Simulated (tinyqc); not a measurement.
Inside a calculation. Method: UHF in the sto-3g basis, for CH+, spin multiplicity 1. This run ends on a higher stationary point, not on the lowest solution. One step of it, computed by the program tinyqc.

Question. Iteration 3: building the Fock matrix. J_ij = sum D_kl (ij|kl) with D = D(alpha) + D(beta), K_ij = sum D_kl (ik|jl) for each spin; F = H + J - K(s); E = tr D H + tr D J / 2 - 0.5 sum_s tr D(s) K(s) + E_nn.

D(alpha) after iteration 2, lower triangle:
```
            1C 1s      1C 2s     1C 2px     1C 2py    1C 2pz     2H 1s
1C 1s    1.063365
1C 2s   -0.255409   1.030286
1C 2px   0.033680  -0.132227   0.138835
1C 2py  -0.000302   0.001185  -0.001244   0.000011
1C 2pz   0.012492  -0.057122   0.260881  -0.002337  0.530709
2H 1s   -0.016310   0.046368   0.163853  -0.001468  0.350741  0.238724
```

D(beta) after iteration 2, lower triangle:
```
            1C 1s      1C 2s     1C 2px    1C 2py    1C 2pz     2H 1s
1C 1s    1.063365
1C 2s   -0.255409   1.030286
1C 2px  -0.033680   0.132227   0.138835
1C 2py   0.000302  -0.001185  -0.001244  0.000011
1C 2pz   0.012492  -0.057122  -0.260881  0.002337  0.530709
2H 1s   -0.016310   0.046368  -0.163853  0.001468  0.350741  0.238724
```

core Hamiltonian H = T + V (hartree), lower triangle:
```
             1C 1s      1C 2s     1C 2px     1C 2py     1C 2pz      2H 1s
1C 1s   -18.027137
1C 2s    -4.344063  -4.982985
1C 2px    0.000000   0.000000  -3.926496
1C 2py    0.000000   0.000000   0.000000  -3.926496
1C 2pz   -0.005066  -0.059017   0.000000   0.000000  -3.954780
2H 1s    -0.143160  -0.488598   0.000000   0.000000  -0.522416  -2.059069
```

Two-electron integrals (ij|kl) in chemists' order, unique and non-zero (hartree):
```
(11|11) 3.541948   (21|11) 0.576921   (21|21) 0.111888   (22|11) 0.854682
(22|21) 0.205284   (22|22) 0.624709   (31|31) 0.020296   (32|31) 0.030858
(32|32) 0.137996   (33|11) 0.852436   (33|21) 0.205335   (33|22) 0.624568
(33|33) 0.672833   (41|41) 0.020296   (42|41) 0.030858   (42|42) 0.137996
(43|43) 0.036269   (44|11) 0.852436   (44|21) 0.205335   (44|22) 0.624568
(44|33) 0.600295   (44|44) 0.672833   (51|51) 0.020296   (52|51) 0.030858
(52|52) 0.137996   (53|53) 0.036269   (54|54) 0.036269   (55|11) 0.852436
(55|21) 0.205335   (55|22) 0.624568   (55|33) 0.600295   (55|44) 0.600295
(55|55) 0.672833   (61|11) 0.018830   (61|21) 0.003634   (61|22) 0.006671
(61|33) 0.006653   (61|44) 0.006653   (61|51) 0.000226   (61|52) 0.000425
(61|55) 0.006709   (61|61) 0.000121   (62|11) 0.067271   (62|21) 0.016483
(62|22) 0.058480   (62|33) 0.056995   (62|44) 0.056995   (62|51) 0.001542
(62|52) 0.012414   (62|55) 0.061387   (62|61) 0.000560   (62|62) 0.009018
(63|31) 0.001334   (63|32) 0.007897   (63|53) 0.002222   (63|63) 0.000856
(64|41) 0.001334   (64|42) 0.007897   (64|54) 0.002222   (64|64) 0.000856
(65|11) 0.070911   (65|21) 0.017540   (65|22) 0.065578   (65|33) 0.062766
(65|44) 0.062766   (65|51) 0.002574   (65|52) 0.019446   (65|55) 0.071128
(65|61) 0.000611   (65|62) 0.011808   (65|65) 0.016030   (66|11) 0.265402
(66|21) 0.065908   (66|22) 0.264454   (66|33) 0.255709   (66|44) 0.255709
(66|51) 0.005036   (66|52) 0.057456   (66|55) 0.281763   (66|61) 0.002227
(66|62) 0.060433   (66|65) 0.087297   (66|66) 0.774606
```

nuclear repulsion = 1.59310751 hartree

Give: Coulomb J; exchange K(alpha); exchange K(beta); F(alpha); F(beta); total energy of this density.

Answer.

Coulomb J (hartree), lower triangle:
```
         1C 1s  1C 2s  1C 2px  1C 2py  1C 2pz  2H 1s
1C 1s   10.083
1C 2s    1.870  3.960
1C 2px   0.000  0.000   3.934
1C 2py   0.000  0.000   0.000   3.914
1C 2pz   0.000  0.027   0.000   0.000   4.016
2H 1s    0.061  0.372   0.000   0.000   0.423  1.903
```

exchange K(alpha) (hartree), lower triangle:
```
         1C 1s   1C 2s  1C 2px  1C 2py  1C 2pz  2H 1s
1C 1s    3.600
1C 2s    0.600   0.766
1C 2px  -0.001  -0.082   0.263
1C 2py   0.000   0.001  -0.001   0.175
1C 2pz   0.000  -0.006   0.177  -0.002   0.566
2H 1s    0.022   0.116   0.051   0.000   0.174  0.268
```

exchange K(beta) (hartree), lower triangle:
```
        1C 1s   1C 2s  1C 2px  1C 2py  1C 2pz  2H 1s
1C 1s   3.600
1C 2s   0.600   0.766
1C 2px  0.001   0.082   0.263
1C 2py  0.000  -0.001  -0.001   0.175
1C 2pz  0.000  -0.006  -0.177   0.002   0.566
2H 1s   0.022   0.116  -0.051   0.000   0.174  0.268
```

F(alpha) (hartree), lower triangle:
```
          1C 1s   1C 2s  1C 2px  1C 2py  1C 2pz   2H 1s
1C 1s   -11.544
1C 2s    -3.074  -1.789
1C 2px    0.001   0.082  -0.255
1C 2py    0.000  -0.001   0.001  -0.187
1C 2pz   -0.005  -0.026  -0.177   0.002  -0.504
2H 1s    -0.104  -0.232  -0.051   0.000  -0.274  -0.425
```

F(beta) (hartree), lower triangle:
```
          1C 1s   1C 2s  1C 2px  1C 2py  1C 2pz   2H 1s
1C 1s   -11.544
1C 2s    -3.074  -1.789
1C 2px   -0.001  -0.082  -0.255
1C 2py    0.000   0.001   0.001  -0.187
1C 2pz   -0.005  -0.026   0.177  -0.002  -0.504
2H 1s    -0.104  -0.232   0.051   0.000  -0.274  -0.425
```

total energy of this density = -37.31776 hartree
